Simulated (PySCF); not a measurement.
Saddle point of BSiH₇O, singlet (BH₃O ([BH2][OH]) + SiH₄ → BSiH₅ ([BH2][SiH3]) + H₂O (still joined by a long B–O bond); bonds formed: B1–Si6, O2–H5; bonds broken: H5–Si6; bonds weakened to dative contacts: B1–O2), PBE0-D4/def2-TZVP structure:

B1  (-0.519, 0.061, -0.804)
O2  (0.140, 1.462, -1.142)
H3  (-0.122, -0.828, -1.505)
H4  (-1.695, 0.171, -0.607)
H5  (0.394, 0.843, -0.103)
Si6  (0.173, -0.560, 1.150)
H7  (0.874, 1.316, -1.748)
H8  (1.618, -0.887, 1.320)
H9  (-0.603, -1.827, 1.117)
H10  (-0.259, 0.249, 2.322)
(Å)

Energies are electronic, without zero-point energy. Barriers and step energies count from the start structure reached by relaxing down the imaginary mode; all methods use the PBE0-D4 structures, on which another method's saddle can fall below an end. PySCF 2.14 with density fitting (its default auxiliary sets; JK sets also for MP2 and CCSD(T)); basis: def2-TZVPP, with def2-QZVPP for the basis limit; cores frozen in the correlated methods. B3LYP uses VWN-RPA correlation. Extrapolation: Hartree–Fock as exp(−7.88 √X), correlation as X^−2.97.

```tsv
method	barrier (eV)	step energy (eV)
SPW92	?	0.569
PBE-D4	1.644	0.854
r2SCAN-D4	?	0.956
PBE0-D4	1.841	0.870
B3LYP-D4	2.178	1.129
BHLYP-D4	?	1.172
wB97M-V	2.135	1.039
HF	3.164	1.532
MP2	2.122	1.059
CCSD	2.338	1.109
CCSD(T)	2.195	1.058
```

(1) Fill in the withheld barriers. (An estimate is asked for; the value comes from the calculation.)

No T1 diagnostic of these runs exceeds 0.014. The start structure is not quite a true minimum (one mode of 42i cm⁻¹).

## Answers

(1) By the calculation: SPW92 1.265; BHLYP-D4 2.437; r2SCAN-D4 1.853 eV. Each is the energy of the saddle less that of the start structure, by the same method.

For comparison, the barrier by CCSD(T) at an estimated basis limit (MP2 extrapolated from triple and quadruple zeta, plus CCSD(T) − MP2 in triple zeta) is 2.143 eV.

Labels in which every atom is bracketed show which atoms are joined, not bond orders.

For scale, one of the runs: CCSD(T)/def2-TZVPP, 202 basis functions, launched by `OMP_NUM_THREADS=4 python run.py`. Time: 7.9 min of wall clock on 4 CPU threads of an Arm Neoverse N1; the host was shared. Peak host memory: 2.3 GiB.
